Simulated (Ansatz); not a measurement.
System: RbSn2Br5 (I4/mcm, No. 140; cell taken from a computed entry). Method: HSE06 (PAW; Ansatz, an electronic-structure program).

Run with plane-wave cutoff 460 eV, 4×4×4 k mesh, Fermi–Dirac smearing 0.01 eV, scalar-relativistic PAW data made under PBE.

Cell (relaxed with PBEsol):

```
CELL_PARAMETERS angstrom
     -4.10913     4.10913     7.42254
      4.10913    -4.10913     7.42254
      4.10913     4.10913    -7.42254
ATOMIC_POSITIONS crystal
  Rb 0.25000 0.25000 0.00000
  Rb 0.75000 0.75000 0.00000
  Sn 0.16919 0.33081 0.50000
  Sn 0.83081 0.66919 0.50000
  Sn 0.33081 0.83081 0.16162
  Sn 0.66919 0.16919 0.83838
  Br 0.47331 0.29067 0.50000
  Br 0.52669 0.70933 0.50000
  Br 0.29067 0.79067 0.81736
  Br 0.70933 0.20933 0.18264
  Br 0.79067 0.97331 0.50000
  Br 0.20933 0.02669 0.50000
  Br 0.97331 0.47331 0.18264
  Br 0.02669 0.52669 0.81736
  Br 0.00000 0.00000 0.00000
  Br 0.50000 0.50000 0.00000
```

Problem. What does this level give for the band gap, smallest direct gap on the k points sampled and direct gap at Γ?

Solution. 
- band gap = 3.04 eV
- smallest direct gap on the k points sampled = 3.33 eV
- direct gap at Γ = 3.47 eV

Note: cell and atoms aren't relaxed at this level (pressure 1.4 GPa).

Spin–orbit coupling is not included.

Static lattice: no zero-point or thermal effects.
